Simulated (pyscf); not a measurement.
H₂N–Ti(NH₂)(Cl)–Cl → ammonia (NH₃) + HN=Ti(Cl)–Cl (elimination; singlet surface; N–Ti, H–N broken, H–N formed). Single points on ωB97X-D3(BJ)/def2-SVP structures (PySCF, gas phase). Energies in kJ/mol from the reactant's lowest minimum found.

| level | barrier | reaction energy |
|---|---|---|
| PBE/def2-TZVP | 145.7 | +208.4 |
| r²SCAN/def2-TZVP | 156.2 | +225.8 |
| PBE0-D3(BJ)/def2-TZVP | 155.0 | +220.8 |
| M06-2X/def2-TZVP | … | … |
| ωB97M-D3(BJ)/def2-TZVP | … | +208.8 |
| HF/def2-TZVP | 210.0 | +209.7 |

Q: What belongs in the gaps?

A: 
- M06-2X/def2-TZVP, barrier: 164.6
- M06-2X/def2-TZVP, reaction energy: +229.1
- ωB97M-D3(BJ)/def2-TZVP, barrier: 162.7

On the product side the descent ends in an adduct with a N–Ti contact, 184.9 kJ/mol under the separated species and 129.1 kJ/mol under the saddle at ωB97X-D3(BJ)/def2-TZVP. At PBE, r²SCAN, PBE0-D3(BJ), M06-2X, ωB97M-D3(BJ) the saddle lies under the separated products, which points to a path from their complex (located at ωB97X-D3(BJ) alone), and parting the products costs more than the saddle. What is counted as broken (N–Ti) persists as a longer contact in the product adduct; parting that adduct is a step of its own. At the saddle there is also a short H–Ti contact that neither side keeps. This is the saddle that the search found; another between the same sides may lie lower.
